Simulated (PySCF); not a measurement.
# Heteronuclear NMR

Atom-mapped SMILES (the numbers label the heavy atoms): `[NH2:1][BH2-:2][NH3+:3]`. Hydrogens are named by the atom that carries them.

- NMR shieldings at PBE0/pcSseg-1/GIAO
- spin–spin couplings from B3LYP/pcJ-1 (spin–dipole term only in couplings to heteroatoms)
- PBE0-D3(BJ)/def2-SVP geometry
- run in PySCF 2.14.0 with density-fitted response routines
- equivalent nuclei averaged, in vacuum, single conformer, non-relativistic Hamiltonian

Predict the 15N NMR data.

Results:


```
atoms                       environment  σ (ppm)  δ (ppm)
   N3  donor nitrogen of a Lewis adduct    202.9   -336.2
   N1         nitrogen bonded to B, 2 H    243.1   -373.0
```

Shieldings were converted by a linear fit to measured shifts: 15N: δ = -150.45 − 0.916σ (rms 7.2 ppm, 79 shifts vs CH3NO2, solution or neat liquid). Occasional misses reach two or three times the rms, and more in compound classes unlike the fitted ones.

Couplings (the largest are listed; each averaged over equivalent pairs): 1J(N1,B2) = -22.5 Hz, 2J(N3,H(B2)) = -8.1 Hz, 2J(N1,N3) = 7.8 Hz. Signs are for 15N, whose magnetogyric ratio is negative.

On a 500 MHz spectrometer 15N resonates near 50.7 MHz, so 1 ppm is 50.7 Hz.
